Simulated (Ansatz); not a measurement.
Compare A (`O=CCCO`) with its isomer B (`COC1CO1`).

Program: Ansatz. Geometries: PBE0-D4/def2-TZVP. ΔE: electronic, gas phase. CCSD(T)/CBS adds triple-zeta CCSD(T) − MP2 to the extrapolated MP2 energy (def2 sets, frozen cores). DFT in def2-TZVPP. B3LYP here is the variant with VWN-RPA as its local correlation; programs differ in this. One conformer a species, not always the lowest.

(1) Which isomer does CCSD(T)/CBS put lower? Give the gap. (Estimate.)

(2) Give E(B) − E(A) in kcal/mol with CCSD(T)/def2-TZVPP, B2PLYP, MP2/def2-TZVPP, B3LYP, PBE0-D4, ωB97M-V, PBE-D4. (An estimate is asked.)

Largest T1 diagnostic: 0.013.

Results:

(1) Ansatz gave: A, by 27.0 kcal/mol.

(2) Computed: CCSD(T)/def2-TZVPP 26.5, B2PLYP 26.9, MP2/def2-TZVPP 26.2, B3LYP 26.5, PBE0-D4 23.7, ωB97M-V 25.5, PBE-D4 23.6. None reverses the order clearly.

In def2-TZVPP, CCSD(T) changes the Hartree–Fock value by −2.8 kcal/mol (the triples alone add −0.3 kcal/mol) and MP2 by −3.2 kcal/mol.
